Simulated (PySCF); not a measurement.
Atom-mapped SMILES (the numbers label the heavy atoms): `[F:1][CH2:2][C:3]([Cl:4])([Cl:5])[Cl:6]`. Each H is labelled by its parent atom.

GIAO PBE0/pcSseg-1 shifts (PySCF 2.14, gas phase, non-relativistic, equivalent atoms averaged), each against references optimised in the same way as the molecule (CFCl3, TMS, HCl).

On the GFN2-xTB geometry: F1 -218.3, C3 120.6, C2 94.9, Cl4/Cl5/Cl6 444, H(C2) 4.88 ppm.

What changes on the PBE0-D3(BJ)/def2-SVP geometry?

Answers


| atoms | δ (ppm) | change |
| --- | --- | --- |
| F1 | -210.7 | +7.6 |
| C3 | 118.3 | -2.3 |
| C2 | 93.0 | -1.9 |
| Cl4/Cl5/Cl6 | 429 | -15 |
| H(C2) | 4.42 | -0.46 |

Unscaled 19F shifts against computed CFCl3 carry errors that often reach 10 to 50 ppm.

Bonds between heavy atoms that differ most (equivalent bonds averaged): F1–C2 1.360 → 1.354 Å. Mean change of bonds to hydrogen: C–H +0.007 Å.
